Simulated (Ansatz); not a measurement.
Zinc-blende MgTe (metastable phase) was calculated with HSE06-D3(BJ) in Ansatz (PAW).

Run with plane-wave cutoff 460 eV, 8×8×8 k mesh, Fermi–Dirac smearing 0.01 eV, scalar-relativistic PAW data made under PBE.

A third-order Birch–Murnaghan fit to the energies gives V0 = 31.990 Å³/atom, B0 = 42.0 GPa, B′ = 4.1.

```csv
V (Å³/atom),P (GPa)
30.386,2.395
31.186,…
31.706,…
32.785,…
33.531,…
```

Problem. Estimate the withheld pressures from this fit; the answers are the runs' own values.

Solution. 
- 31.186, P (GPa): 1.123
- 31.706, P (GPa): 0.378
- 32.785, P (GPa): -0.983
- 33.531, P (GPa): -1.797

The formula P = (3/2) B0 (x^(7/3) − x^(5/3)) [1 + (3/4)(B′ − 4)(x^(2/3) − 1)] with x = V0/V meets the computed pressures within 0.01 GPa when these rounded values are put in.

Measured, for comparison: equilibrium volume per atom 33.08 Å³/atom (room temperature, no zero-point or thermal correction, from epitaxial CdTe/MgTe superlattices; as tabulated in Lucero et al. (2012), arXiv:1111.4515). Computed (rounded) less measured: equilibrium volume per atom -3.3 %.

Spin–orbit coupling is not included.

Computed values are for the static lattice.

Ansatz is a quantum-chemistry and plane-wave program.
